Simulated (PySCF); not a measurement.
A geometry optimisation, step by step.

Species: chlorocyclopentane, C₅H₉Cl.
SMILES with atom numbers: `[Cl:1][CH:2]1[CH2:3][CH2:4][CH2:5][CH2:6]1` (hydrogens: H7 on C2; H8, H9 on C3; H10, H11 on C4; H12, H13 on C5; H14, H15 on C6)

Computed by this run: PBE0-D3(BJ)/def2-SVP geometry optimisation, gas phase in PySCF 2.14.0; density fitting, grid level 2; the optimiser is geomeTRIC in internal coordinates, started from a GFN2-xTB structure. The frame can shift and turn from step to step; on so coarse a grid that alone can change the energy by a few meV, and forces under 0.02 eV/Å are noise.

Step 0: E = -17836.9758 eV, largest atomic force 0.541 eV/Å
```
atom  x, y, z in Å  |  force x, y, z in eV/Å
Cl1     0.932   -1.385    1.844    0.019  -0.084   0.313
C2      0.808   -0.954    0.107   -0.096   0.122  -0.113
C3      1.178    0.514   -0.105   -0.320  -0.056   0.051
C4     -0.149    1.297   -0.076   -0.008  -0.386   0.126
C5     -1.247    0.254    0.172    0.333  -0.048  -0.306
C6     -0.643   -1.052   -0.338    0.089   0.353   0.400
H7      1.475   -1.646   -0.410    0.154  -0.173  -0.113
H8      1.667    0.620   -1.074    0.205   0.024  -0.298
H9      1.873    0.858    0.658    0.310   0.040   0.169
H10    -0.148    2.058    0.701   -0.014   0.346   0.191
H11    -0.310    1.796   -1.032   -0.056   0.232  -0.287
H12    -2.178    0.505   -0.333   -0.391   0.083  -0.096
H13    -1.446    0.165    1.240   -0.103  -0.053   0.337
H14    -1.143   -1.936    0.054   -0.130  -0.368   0.032
H15    -0.673   -1.086   -1.430    0.007  -0.031  -0.406
```

Step 1: E = -17837.0062 eV, largest atomic force 0.117 eV/Å
```
atom  x, y, z in Å  |  force x, y, z in eV/Å
Cl1     1.627   -1.934    2.454   -0.012   0.043  -0.108
C2      1.530   -1.543    0.682    0.028  -0.039   0.015
C3      1.896   -0.080    0.435    0.087   0.009   0.050
C4      0.566    0.704    0.490   -0.010   0.113  -0.027
C5     -0.532   -0.346    0.716   -0.102   0.011   0.048
C6      0.087   -1.646    0.216   -0.042  -0.090  -0.013
H7      2.210   -2.256    0.198   -0.003  -0.001   0.017
H8      2.362    0.004   -0.561   -0.025  -0.026   0.018
H9      2.641    0.268    1.163   -0.002   0.004  -0.025
H10     0.569    1.470    1.280   -0.002  -0.024  -0.013
H11     0.402    1.237   -0.460    0.009  -0.013   0.037
H12    -1.478   -0.096    0.212    0.028  -0.011   0.009
H13    -0.750   -0.444    1.792    0.011  -0.002  -0.040
H14    -0.413   -2.557    0.574    0.007   0.023  -0.015
H15     0.086   -1.673   -0.890    0.026   0.003   0.046
```

Step 2: E = -17837.0072 eV, largest atomic force 0.039 eV/Å
```
atom  x, y, z in Å  |  force x, y, z in eV/Å
Cl1     1.626   -1.928    2.449   -0.002   0.005  -0.009
C2      1.531   -1.543    0.681    0.002  -0.008   0.038
C3      1.897   -0.080    0.435    0.011   0.001   0.007
C4      0.566    0.706    0.492   -0.002   0.009  -0.009
C5     -0.534   -0.345    0.716   -0.008   0.000   0.006
C6      0.086   -1.647    0.216   -0.002  -0.005  -0.013
H7      2.210   -2.257    0.199    0.001   0.000  -0.002
H8      2.360    0.001   -0.561   -0.014  -0.001  -0.011
H9      2.644    0.268    1.161    0.002   0.000  -0.010
H10     0.569    1.470    1.282    0.000  -0.011   0.009
H11     0.403    1.240   -0.457    0.002   0.002   0.004
H12    -1.479   -0.096    0.211    0.005  -0.002  -0.007
H13    -0.752   -0.445    1.790    0.003   0.001  -0.002
H14    -0.414   -2.558    0.574    0.004   0.003   0.000
H15     0.089   -1.676   -0.888    0.000   0.006  -0.001
```

Step 3: E = -17837.0074 eV, largest atomic force under 0.02 eV/Å
```
atom  x, y, z in Å  |  force x, y, z in eV/Å
Cl1     1.625   -1.924    2.451   -0.003   0.001   0.003
C2      1.531   -1.543    0.682   -0.001   0.001   0.016
C3      1.897   -0.080    0.434   -0.005  -0.001   0.000
C4      0.567    0.706    0.493    0.001  -0.007  -0.003
C5     -0.534   -0.346    0.715    0.007  -0.003  -0.004
C6      0.086   -1.648    0.216    0.005   0.007  -0.003
H7      2.210   -2.258    0.201    0.003  -0.001   0.000
H8      2.356   -0.001   -0.564   -0.010  -0.003  -0.009
H9      2.647    0.269    1.157    0.007   0.003  -0.006
H10     0.569    1.468    1.285    0.000  -0.006   0.010
H11     0.403    1.242   -0.454    0.001   0.009   0.000
H12    -1.478   -0.096    0.209   -0.001  -0.001  -0.006
H13    -0.753   -0.446    1.789   -0.002   0.003   0.004
H14    -0.414   -2.559    0.573    0.000  -0.004   0.002
H15     0.091   -1.675   -0.888   -0.002   0.004  -0.005
```

**Question.** Summarise the path.

**Answer.** The energy falls by 3.05 kJ/mol from step 0 to step 3; nine tenths of that is first reached at step 1. It falls at every step. The largest force goes from 0.541 to under 0.02 eV/Å. Among the bonds Cl1–C2 changes most, from 1.794 to 1.811 Å; the atoms move by 0.044 Å rms after alignment.

**Question.** Follow the three bonds and two angles with the largest change from start to end.

**Answer.** 
```
step  E above end (kJ/mol)  largest force (eV/Å)  Cl1–C2 (Å)  C6–H15 (Å)  C5–H12 (Å)  C4–C3–H9 (°)  C5–C6–H14 (°)
   0                  3.05                 0.541       1.794       1.092       1.088         112.1          113.1
   1                  0.12                 0.117       1.817       1.106       1.101         113.5          114.5
   2                  0.02                 0.039       1.812       1.105       1.100         113.6          114.6
   3                  0.00            under 0.02       1.811       1.105       1.100         113.6          114.5
```

What follows is the cost of the whole optimisation. On an Arm Neoverse V2 with one thread, no GPU, shared host, this took 24 s of wall time and 0.68 GiB of memory at its peak.
